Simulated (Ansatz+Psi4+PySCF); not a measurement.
The numbers below are computed, except where a source is named.
Input for Psi4 1.11:

```
molecule {
0 1
O 0.000000 0.000000 0.000000
O 0.000000 1.125980 0.692710
O 0.000000 -1.040810 0.640310
}

set basis cc-pVTZ
set reference uhf
set scf_type pk
set mp2_type conv
set cc_type conv
set num_frozen_docc 3
energy('mp2')
```

The input is written out from the run's settings.

Results

| Quantity | Value |
| --- | --- |
| Converged | yes |
| Reference energy | -224.33962 hartree |
| Correlation energy | -0.76895 hartree |
| Total energy | -225.10857 hartree |
| Spin squared of the determinant | 0.000 |
| Occupied orbitals by symmetry in an Abelian subgroup (alpha; beta) | 10 Ap 2 App; 10 Ap 2 App |

The reference isn't the lowest determinant (another lies 2.29 eV lower), but the same method gives a higher total on the lower determinant. Caution: large share of triples, a single reference is doubtful.
